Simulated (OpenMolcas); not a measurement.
# Potential curves of SiB⁻: spin-free states

Calculated with OpenMolcas 26.06: state-averaged CASSCF(8,8) over Si 3s 3p, B 2s 2p, XMS-CASPT2 (IPEA 0.25, imaginary shift 0.2 hartree), scalar X2C, ANO-RCC-VTZP, then RASSI spin–orbit state interaction with atomic mean-field integrals. C2 symmetry about the axis (a holds Σ, Δ, Γ; b holds Π, Φ, H; Σ⁺ and Σ⁻ are not told apart); roots by multiplicity and irrep: 3b 8, 1a 4, 1b 4, 3a 5, 5b 2, 5a 1.

XMS-CASPT2 energies in eV from the lowest point. Curves are followed by energy order within each symmetry, so they are adiabatic and may change character at avoided crossings; Σ⁺ and Σ⁻ are counted together.

| R (Å) | (1)3Π | (1)1Σ | (1)3Σ | (1)1Π | (2)1Σ |
| --- | --- | --- | --- | --- | --- |
| 1.613 | 0.975 | 0.769 | 2.199 | 1.533 | 3.415 |
| 1.706 | 0.366 | 0.287 | 1.306 | 0.865 | 2.500 |
| 1.791 | 0.081 | 0.141 | 0.830 | 0.580 | 2.002 |
| 1.875 | 0.000 | 0.174 | 0.573 | 0.477 | 1.725 |
| 1.969 | 0.075 | 0.346 | 0.469 | 0.528 | 1.603 |
| 2.062 | 0.254 | 0.599 | 0.497 | 0.687 | 1.616 |
| 2.194 | 0.605 | 1.016 | 0.677 | 1.013 | 1.780 |
| 2.362 | 1.119 | 1.562 | 1.158 | 1.504 | 2.122 |
| 2.625 | 1.875 | 2.299 | 1.771 | 2.235 | 2.742 |
| 3.000 | 2.662 | 3.091 | 2.533 | 3.062 | 3.523 |
| 3.562 | 3.201 | 4.001 | 3.209 | 3.865 | 4.129 |

**Question.** With masses 27.977 and 11.009 u, fit the curves (1)3Π, (1)1Σ, (1)1Π, (2)1Σ near their minima.

**Answer.** At XMS-CASPT2, Te from the lowest curve (the fit fixes ωe to a per cent or two; the method's Re and ωe can be off by some per cent):

```tsv
curve	Te (cm⁻¹)	Re (Å)	ωe (cm⁻¹)
(1)3Π	0	1.875	825.3
(1)1Σ	1090	1.813	878.7
(1)1Π	3840	1.891	784.1
(2)1Σ	12860	2.003	674.6
```

The 5 lowest clean curves are shown; the next is (2)3Σ, from 1.93 eV. Left out for impure symmetry, kinks or missing points, though low: (1)1Δ. Only roots inside an energy window near the equilibrium distance were included, so the list of states is not complete; labels number the states computed. Each spin and symmetry block has orbitals of its own, averaged over its own roots, so gaps between blocks are less sure than gaps within one and near the minimum can be off by tenths of an eV, in bad cases by more. No Rydberg orbitals are active, so Rydberg states, and σ→σ* states whose orbital the CASSCF left unused, can be missing between those listed. CASPT2 splits the two components of degenerate states numerically, here by up to 114 cm⁻¹. For an anion, states above the electron-detachment threshold (often below 1 to 3 eV) are held by the basis set and are not bound levels. At stretched bonds a block can hold a wrong CASSCF solution and miss its lowest state; points past a visible jump are left out. Points that failed a check (symmetry, reference weights, a jump) are left out.
